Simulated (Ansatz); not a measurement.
# C3H7NS: the cost of one run

Method: RKS r2SCAN/6-31G, in Ansatz 0.2.0.

**1. Starting point**

Bond lengths: C1–N2 1.392 Å, N2–C3 1.451 Å, C3–S4 1.844 Å, N2–C5 1.485 Å, S4–C5 1.891 Å, C1–H6 1.100 Å, C1–H7 1.136 Å, C1–H8 1.116 Å, C3–H9 1.162 Å, C3–H10 1.070 Å, C5–H11 1.077 Å, C5–H12 1.076 Å. Angles (14 of 22 angles, heavy atoms first): C1–N2–C3 110.2°, C1–N2–C5 111.5°, C3–N2–C5 95.2°, N2–C3–S4 89.1°, C3–S4–C5 71.0°, N2–C5–S4 86.3°, N2–C1–H6 114.3°, N2–C1–H7 114.0°, N2–C1–H8 112.5°, N2–C3–H9 113.4°, N2–C3–H10 119.5°, S4–C3–H9 112.6°, S4–C3–H10 114.9°, N2–C5–H11 115.0°.

Structure file:

```xyz
12

C    -1.0495    0.4021    0.6792
N     0.0859   -0.3763    0.4756
C     1.2125    0.4644    0.1150
S     1.9139   -0.9406   -0.8511
C     0.0287   -1.0904   -0.8249
H    -1.9767   -0.1753    0.8115
H    -1.2765    1.1209   -0.1708
H    -0.9526    1.0761    1.5631
H     1.8769    0.7592    1.0219
H     1.0436    1.3584   -0.4485
H    -0.4805   -0.5606   -1.6122
H    -0.3488   -2.0930   -0.7248
```

**2. End point A**

input.yaml reads:

```yaml
crystal:
  periodic: [false, false, false]
  atoms:
    - { symbol: C, position_ang: [-1.0495, 0.4021, 0.6792] }
    - { symbol: "N", position_ang: [0.0859, -0.3763, 0.4756] }
    - { symbol: C, position_ang: [1.2125, 0.4644, 0.115] }
    - { symbol: S, position_ang: [1.9139, -0.9406, -0.8511] }
    - { symbol: C, position_ang: [0.0287, -1.0904, -0.8249] }
    - { symbol: H, position_ang: [-1.9767, -0.1753, 0.8115] }
    - { symbol: H, position_ang: [-1.2765, 1.1209, -0.1708] }
    - { symbol: H, position_ang: [-0.9526, 1.0761, 1.5631] }
    - { symbol: H, position_ang: [1.8769, 0.7592, 1.0219] }
    - { symbol: H, position_ang: [1.0436, 1.3584, -0.4485] }
    - { symbol: H, position_ang: [-0.4805, -0.5606, -1.6122] }
    - { symbol: H, position_ang: [-0.3488, -2.093, -0.7248] }
basis:
  gaussian: { orbitals: "6-31G" }
hamiltonian:
  xc: r2scan
relax:
  f_tol: 0.015
  max_steps: 40
```

Command:

```console
$ ansatz run input.yaml --threads 1 --pin off --max-ram 2048MiB --backend cpu --events-out ev --progress --plain --runs-dir out
```

**Question.** How long does this run take on 1 thread of Arm Neoverse V2, shared host, and how much memory does it need?

About 39 s, with a peak of 0.16 GiB.
